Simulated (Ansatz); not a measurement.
System (SMILES): OCl (OH-Cl).
Geometry (B3LYP-D3(BJ)/def2-TZVP, fixed):
```
O
H 1 0.9686
Cl 1 1.7015 2 103.27
```

How fast the dipole moment converges with the basis for several methods (Ansatz, a quantum-chemistry and plane-wave program): deviation from each method's own reference, in D. References: HF 1.620 D, the value in aug-pcseg-3; MP2 1.512 D, the value in aug-pcseg-3; PBE 1.499 D, the value in aug-pcseg-3; PBE0 1.538 D, the value in aug-pcseg-3. Cartesian d functions, on some or all atoms, in 6-311+G**; all else is spherical. In correlated methods cores are frozen. No added dispersion term, no relativity. The reference of a correlated method is not its basis-set limit, which lies further on.

```tsv
basis	functions	HF	MP2	PBE	PBE0
pcseg-0	24	0.556	0.557	0.484	0.522
cc-pV(D+d)Z	42	0.148	0.154	0.120	0.134
6-311+G**	59	0.222	0.236	0.231	0.233
def2-TZVPP	87	0.061	0.072	0.071	0.069
def2-TZVPD	95	0.001	0.009	0.001	0.001
jun-cc-pV(T+d)Z	101	0.006	0.006	0.014	0.010
aug-pcseg-2	119	0.005	-0.003	0.004	0.005
aug-cc-pV(T+d)Z	124	0.004	-0.003	0.003	0.004
cc-pV(Q+d)Z	149	0.021	0.032	0.034	0.029
pcseg-3	157	0.014	0.018	0.021	0.018
aug-cc-pV(Q+d)Z	215	0.000	0.002	0.000	0.000
cc-pV(5+d)Z	246	0.014	0.024	0.023	0.019
```

Mean absolute deviation over 6-311+G**, def2-TZVPP, def2-TZVPD, jun-cc-pV(T+d)Z, aug-pcseg-2, aug-cc-pV(T+d)Z: HF 0.050, PBE0 0.054, PBE 0.054, MP2 0.055 D.
